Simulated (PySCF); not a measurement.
Choosing a basis for TDDFT

Species: oxazole, C3H3NO.
SMILES: `C1=COC=N1`

TDDFT with PBE0 (PySCF), vertical singlets, core orbitals frozen in the response, spherical d and f functions. Isolated species at its PBE0-D3(BJ)/def2-SVP geometry, gas phase.

```json
{"basis": "6-31G*", "functions": "76", "diffuse": "no", "S1 (eV)": "6.59", "S2 (eV)": "6.72", "S3 (eV)": "7.68", "S4 (eV)": "8.06", "S5 (eV)": "9.16", "LUMO (eV)": "0.27", "α (au)": "33.1"}
{"basis": "def2-SVP", "functions": "85", "diffuse": "no", "S1 (eV)": "6.46", "S2 (eV)": "6.70", "S3 (eV)": "7.64", "S4 (eV)": "7.90", "S5 (eV)": "8.56", "LUMO (eV)": "-0.01", "α (au)": "34.4"}
{"basis": "6-31+G*", "functions": "96", "diffuse": "yes", "S1 (eV)": "6.40", "S2 (eV)": "6.52", "S3 (eV)": "6.70", "S4 (eV)": "7.24", "S5 (eV)": "7.40", "LUMO (eV)": "-0.22", "α (au)": "40.0"}
{"basis": "def2-SVPD", "functions": "127", "diffuse": "yes", "S1 (eV)": "6.43", "S2 (eV)": "6.48", "S3 (eV)": "7.09", "S4 (eV)": "7.44", "S5 (eV)": "7.83", "LUMO (eV)": "-0.26", "α (au)": "41.6"}
{"basis": "aug-cc-pVDZ", "functions": "142", "diffuse": "yes", "S1 (eV)": "6.32", "S2 (eV)": "6.36", "S3 (eV)": "6.46", "S4 (eV)": "6.91", "S5 (eV)": "7.12", "LUMO (eV)": "-0.27", "α (au)": "43.0"}
{"basis": "def2-TZVP", "functions": "173", "diffuse": "no", "S1 (eV)": "6.45", "S2 (eV)": "6.48", "S3 (eV)": "7.42", "S4 (eV)": "7.86", "S5 (eV)": "8.07", "LUMO (eV)": "-0.15", "α (au)": "40.1"}
{"basis": "def2-TZVPD", "functions": "215", "diffuse": "yes", "S1 (eV)": "6.36", "S2 (eV)": "6.45", "S3 (eV)": "6.64", "S4 (eV)": "7.35", "S5 (eV)": "7.35", "LUMO (eV)": "-0.26", "α (au)": "43.0"}
{"basis": "aug-cc-pVTZ", "functions": "299", "diffuse": "yes", "S1 (eV)": "6.30", "S2 (eV)": "6.35", "S3 (eV)": "6.44", "S4 (eV)": "6.88", "S5 (eV)": "7.08", "LUMO (eV)": "-0.29", "α (au)": "43.3"}
```

Question: How much do these states and the polarisability depend on the basis?

Answer: States are compared by their number. Against the largest diffuse basis here (aug-cc-pVTZ, itself not a converged limit), sets without diffuse functions differ by up to 0.29 eV in S1 and 2.07 eV in S5; the smaller diffuse sets differ by up to 0.13 and 0.74 eV. S1 is led by HOMO-1→LUMO (99%) in 6-31G* and by HOMO→LUMO (94%) in aug-cc-pVTZ. S1 is led by HOMO-1→LUMO (99%) in def2-SVP and by HOMO→LUMO (94%) in aug-cc-pVTZ. State by state, the largest deviation of a set without diffuse functions is S1 0.29, S2 0.37, S3 1.24, S4 1.18, S5 2.07 eV. The same number needn't mean the same state in each row. Against aug-cc-pVTZ the polarisability deviates by -24% in 6-31G*, -21% in def2-SVP, -8% in 6-31+G*, -4% in def2-SVPD, -1% in aug-cc-pVDZ, -7% in def2-TZVP, -1% in def2-TZVPD. A single + in a Pople set puts diffuse functions on heavy atoms only.
